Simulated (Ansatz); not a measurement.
The input, for Ansatz 0.2.0:

```yaml
crystal:
  periodic: [false, false, false]
  atoms:
    - {symbol: Ge, position_ang: [0.000000, 0.000000, 0.000000]}
    - {symbol: Ge, position_ang: [0.000000, 0.000000, 2.409455]}
basis:
  gaussian: {orbitals: cc-pVDZ}
total_charge: 1
magnetization: {spin_polarized: false, initial_magnetization: 1}
correlation: {method: fic_mrcisd_q, electrons: outside_noble_gas, active_space: {window: {electrons: 7, orbitals: 8}, shells: [{species: Ge, l: s, shell: 4}, {species: Ge, l: p, shell: 4}]}}
```

```sh
$ ansatz run in.yaml --threads 1 --pin off --events-out ev --progress --plain --max-ram 4096MiB --backend cpu
```

Output:

```
1054 factors; integrals over basis functions are off by at most 1.0e-7 eV
mean field evaluation 1: about -112936.5463 eV, gradient 5.9e0 eV
mean field evaluation 2: about -112936.5950 eV, gradient 6.1e0 eV
mean field evaluation 4: about -112936.7821 eV, gradient 4.7e-1 eV
mean field evaluation 8: about -112936.7849 eV, gradient 5.4e-4 eV
mean field evaluation 16: about -112936.7848 eV, gradient 9.4e-2 eV
mean field evaluation 32: about -112936.0882 eV, gradient 1.2e-1 eV
mean field evaluation 64: about -112936.7784 eV, gradient 6.7e-1 eV
mean field -112936.78490178 eV, -4150.3502938381 hartree, gradient 6.3e-6 eV, S^2 0.750000; 11 other end points of the search recorded, 0 dependent functions left out
reference -112936.78490178 eV, -4150.3502938381 hartree; 32, 31 occupied and 22, 23 virtual orbitals, 1054 factors
state -112938.50967205 eV, -4150.4136779765 hartree
contracted CI cycle   1: correlation 0.00000000 eV, 0.0000000000 hartree, residual 8.49e0 eV
contracted CI cycle   2: correlation -1.86532098 eV, -0.0685492817 hartree, residual 1.96e0 eV
contracted CI cycle   3: correlation -1.95278230 eV, -0.0717634261 hartree, residual 4.38e-1 eV
contracted CI cycle   4: correlation -1.95762002 eV, -0.0719412087 hartree, residual 1.33e-1 eV
contracted CI cycle   5: correlation -1.95812509 eV, -0.0719597698 hartree, residual 4.12e-2 eV
contracted CI cycle   6: correlation -1.95817150 eV, -0.0719614752 hartree, residual 1.25e-2 eV
contracted CI cycle   7: correlation -1.95817561 eV, -0.0719616262 hartree, residual 3.30e-3 eV
contracted CI cycle   8: correlation -1.95817586 eV, -0.0719616356 hartree, residual 7.72e-4 eV
state -112938.50967205 eV, -4150.4136779765 hartree; corrected -112940.58047235 eV, -4150.4897784840 hartree
Total energy: -112940.58047235 eV, -4150.4897784840 hartree
Checks for a lower state left out: starts, orbital_swaps
```

Ran on 1 thread of AMD EPYC 7R13, shared host: 9.5 s wall, 0.25 GiB peak host memory.
